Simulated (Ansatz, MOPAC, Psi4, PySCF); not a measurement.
Molecule: C₃H₇O, net charge 0, doublet state. SMILES: C[CH]OC
Structure (B3LYP-D3(BJ)/def2-TZVP (Ansatz, an electronic-structure program) minimum search):
```xyz
11

O      0.0523    -0.6706     0.1071
C     -0.0603     0.6776    -0.0442
C      1.3727    -1.1799     0.0162
C     -1.4467     1.1966    -0.0072
H      0.7128     1.1611    -0.6368
H      1.3058    -2.2608     0.1190
H      1.8188    -0.9338    -0.9534
H      2.0015    -0.7731     0.8135
H     -2.0459     0.8526    -0.8637
H     -1.9639     0.8656     0.8972
H     -1.4418     2.2870    -0.0213
```
Charge 0, spin multiplicity 2.

Wanted: size of the dipole moment, in D. Set-up: UHF or UKS for open shells; no dispersion term unless named; non-relativistic; 6-31G* and kin with 6d, 5d where marked; 6-311+G** with 5d; spin-orbit terms left out. Ab initio and DFT rows: single points at B3LYP-D3(BJ) geometries (Ansatz). Semi-empirical rows: dipoles at the shared geometry.

```json
[
 {"level": "MNDO", "program": "MOPAC", "size of the dipole moment (D)": "1.28"},
 {"level": "PBE/6-311+G**", "program": "Ansatz", "size of the dipole moment (D)": "1.11"},
 {"level": "BP86/6-31G* (5d)", "program": "PySCF", "size of the dipole moment (D)": "1.08"},
 {"level": "B3LYP/6-31G*", "program": "Ansatz", "size of the dipole moment (D)": "1.14"},
 {"level": "B3LYP/cc-pVDZ", "program": "Ansatz", "size of the dipole moment (D)": "1.07"},
 {"level": "wB97X-D/6-31G*", "program": "Psi4", "size of the dipole moment (D)": "1.19"},
 {"level": "B3PW91/6-31G* (5d)", "program": "PySCF", "size of the dipole moment (D)": "1.15"}
]
```

No value to compare with is used here. The 7 habitual levels span 1.07 (B3LYP/cc-pVDZ) to 1.28 D (MNDO).

The levels are drawn from those run, B3LYP/6-31G* more often than the rest, none by its result; runs whose electronic state is in doubt are left out.
